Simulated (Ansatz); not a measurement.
Energy needed to pull apart SiClO (SMILES O=[Si]Cl), doublet, into free ground-state atoms, from the structure below (displaced at random from a GFN2-xTB minimum); no zero-point or spin–orbit terms; open-shell atoms are treated unrestricted, in their ground-state multiplicity.

```xyz
3
angstrom
O 0.4236 1.3663 0.3913
Si 0.3776 -0.0679 0.2619
Cl -0.8548 -1.3124 -0.6426
```

Computed with Ansatz 0.2.0 (basis: def2-TZVPP); correlated methods freeze the cores; orbitals are unrestricted.

```tsv
method	atomization energy (eV)
SPW92	12.06
PBE-D4	10.39
revPBE-D4	?
r2SCAN-D4	10.15
PBE0-D4	9.82
wB97M-V	9.93
HF	?
MP2	10.14
CCSD	8.98
CCSD(T)	9.36
```

(1) What does revPBE-D4 give? (To be estimated.)

(2) What does HF give? (Judge from chemistry; the value comes from the calculation.)

T1 diagnostic: at most 0.022. ⟨S²⟩ of the unrestricted Hartree–Fock references: 0.76 (a pure state has 0.75).

Answers

(1) The calculation gives: 9.96 eV, which is about 0.60 eV more than CCSD(T)/def2-TZVPP.

(2) The calculation gives: 5.95 eV, which is about 3.40 eV less than CCSD(T)/def2-TZVPP.

In triple zeta the MP2 and coupled-cluster atomization energies are still short of their basis limit by a few kcal/mol a bond, whereas those of the functionals are nearly converged, so these differences are not deviations from converged CCSD(T).

For scale, one of the runs: CCSD(T)/def2-TZVPP forces, 115 basis functions (an equivalent command: `ansatz run in.yaml --threads 4`). Hardware: 4 CPU threads, shared host. Wall time 23 s; peak host memory 1.5 GiB.
